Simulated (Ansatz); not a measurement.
Reaction (SMILES): F[CH]F → F[CH-]F (an electron is taken up)
B3LYP-D3(BJ)/def2-TZVP geometries, fixed; electronic energies without zero-point terms; positive where energy is released.

Basis-set convergence of the adiabatic electron affinity at B2PLYP with Ansatz (a first-principles code). Cartesian d functions, on some or all atoms, in 6-31G**, 6-31+G*; all else is spherical. Cores are frozen. Open shells are unrestricted. No added dispersion term, no relativity. Functions are those of the species that has most. Reference: the value in aug-pcseg-3, 0.580 eV, itself unsure by roughly 0.014 eV (its mean distance from aug-cc-pVQZ, def2-QZVPPD). Deviations are taken from unrounded values.

```json
[
 {"basis": "6-31G", "functions": "29", "adiabatic electron affinity (eV)": "0.037", "minus reference (eV)": "-0.543"},
 {"basis": "pcseg-0", "functions": "29", "adiabatic electron affinity (eV)": "0.037", "minus reference (eV)": "-0.543"},
 {"basis": "6-31G**", "functions": "50", "adiabatic electron affinity (eV)": "-0.530", "minus reference (eV)": "-1.111"},
 {"basis": "6-31+G*", "functions": "59", "adiabatic electron affinity (eV)": "0.630", "minus reference (eV)": "0.050"},
 {"basis": "6-311+G**", "functions": "72", "adiabatic electron affinity (eV)": "0.610", "minus reference (eV)": "0.030"},
 {"basis": "6-311++G(2d,2p)", "functions": "91", "adiabatic electron affinity (eV)": "0.595", "minus reference (eV)": "0.014"},
 {"basis": "def2-TZVP", "functions": "99", "adiabatic electron affinity (eV)": "0.337", "minus reference (eV)": "-0.243"},
 {"basis": "cc-pVTZ", "functions": "104", "adiabatic electron affinity (eV)": "0.120", "minus reference (eV)": "-0.460"},
 {"basis": "def2-TZVPD", "functions": "126", "adiabatic electron affinity (eV)": "0.550", "minus reference (eV)": "-0.030"},
 {"basis": "jun-cc-pV(T+d)Z", "functions": "131", "adiabatic electron affinity (eV)": "0.581", "minus reference (eV)": "0.001"},
 {"basis": "def2-TZVPPD", "functions": "134", "adiabatic electron affinity (eV)": "0.551", "minus reference (eV)": "-0.029"},
 {"basis": "pcseg-3", "functions": "213", "adiabatic electron affinity (eV)": "0.546", "minus reference (eV)": "-0.034"},
 {"basis": "pcseg-4", "functions": "364", "adiabatic electron affinity (eV)": "0.573", "minus reference (eV)": "-0.008"}
]
```

The smallest set listed that lies within 0.1 eV of the reference with all its larger relatives (same family, alike in diffuse functions; a set with none counts only in the reference's own line) is 6-31+G* (59 functions, 0.050 eV off). (Relatives not listed, tested too: 6-311++G(3df,3pd) -0.031, aug-cc-pVTZ 0.019, def2-QZVPPD -0.013, aug-cc-pVQZ 0.014 eV.)
